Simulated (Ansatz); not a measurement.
Structure relaxation of K₂LiAlH₆

These are results of DFT r2SCAN, scalar-relativistic, plane waves, PAW in Ansatz 0.2.0, not measurements. Cutoff 500 eV, Γ-centred k mesh, Gaussian smearing, no spin polarisation in the final step.

A relaxed cell is given with its space group left out.

```
CELL_PARAMETERS angstrom
0.00000 3.88769 3.88769
3.88769 0.00000 3.88769
3.88769 3.88769 0.00000
ATOMIC_POSITIONS crystal
K 0.75000 0.75000 0.75000
K 0.25000 0.25000 0.25000
Li 0.50000 0.50000 0.50000
Al 0.00000 0.00000 0.00000
H 0.77181 0.22819 0.22819
H 0.77181 0.22819 0.77181
H 0.22819 0.77181 0.77181
H 0.22819 0.77181 0.22819
H 0.22819 0.22819 0.77181
H 0.77181 0.77181 0.22819
```

Formation energies are uncorrected and refer to the elements' standard structures at the same level (H₂ as a molecule).

(1) What space group does it have?

(2) What is its formation energy per atom?

(3) Is it a metal?

Answers

(1) Fm-3m (No. 225). Conventional cell: a = 7.775 Å. Around K lie 12 H at 2.75 Å; Li is coordinated by 6 H at 2.11 Å; Al has 6 H at 1.77 Å; H is coordinated by 1 Al at 1.77 Å (next Li at 2.11 Å).

(2) -0.361 eV/atom.

(3) No, the gap on the 6×6×6 mesh is 3.08 eV.

The final run used a 6×6×6 mesh on its 10-atom cell and 0.02 eV smearing.

Cost: 2 runs of about 0.37 core-minutes in all, on Arm Neoverse V2 (shared hosts).